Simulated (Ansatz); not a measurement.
# [H···H···O], triplet: transfer scan

Starting geometry:

| atom | x (Å) | y (Å) | z (Å) |
| --- | --- | --- | --- |
| H | 0.0000 | 0.0000 | -0.9037 |
| H | 0.0000 | 0.0000 | -0.1587 |
| O | 0.0000 | 0.0000 | 1.0623 |

From there H2 is moved from one fragment to the other while all else, the fragments' distance too, stays fixed; atoms are numbered as listed. Energies are in kJ/mol, counted from the starting geometry at the same level. Kohn–Sham curves are unrestricted where that lies lower.

Basis cc-pVDZ; Ansatz 0.2.0. Correlated methods freeze the noble-gas cores.

In so small a basis the reference is far from its limit while semilocal and hybrid functionals are nearer theirs (RPA and double hybrids share much of the reference's basis error), so the functionals' errors here hold much of the reference's basis and frozen-core error, which can add to them or hide them.

Full CI is exact within this basis and frozen core; it isn't the basis-set limit.

| distance H1-H2 (Å) | full CI | PBE | r2SCAN | B97M-V | PBE0 | B3LYP | wB97M-V | B2PLYP | RPA-PBE |
| --- | --- | --- | --- | --- | --- | --- | --- | --- | --- |
| 0.693 | 8.6 | 16.8 | 15.2 | 12.7 | 13.5 | 13.0 | 11.8 | 11.0 | 10.9 |
| 0.745 | 0.0 | 0.0 | 0.0 | 0.0 | 0.0 | 0.0 | 0.0 | 0.0 | 0.0 |
| 0.778 | -2.5 | -6.7 | -6.1 | -4.9 | -5.0 | -4.6 | -4.1 | -3.8 | -3.4 |
| 0.811 | -3.9 | -11.1 | -10.3 | -8.2 | -8.4 | -7.4 | -6.6 | -6.3 | -5.1 |
| 0.844 | -4.8 | -13.9 | -13.2 | -10.3 | -10.5 | -8.8 | -8.0 | -8.0 | -5.7 |
| 0.877 | -5.6 | -15.0 | -15.0 | -11.2 | -11.7 | -9.3 | -8.7 | -9.1 | -5.4 |
| 0.910 | -6.1 | -14.6 | -15.6 | -11.0 | -12.0 | -8.6 | -8.5 | -9.5 | -4.2 |
| 0.943 | -5.9 | -12.3 | -14.5 | -9.0 | -10.9 | -6.4 | -7.1 | -8.8 | -1.8 |
| 0.976 | -3.9 | -7.5 | -11.1 | -4.7 | -7.8 | -2.2 | -3.8 | -6.2 | 2.4 |
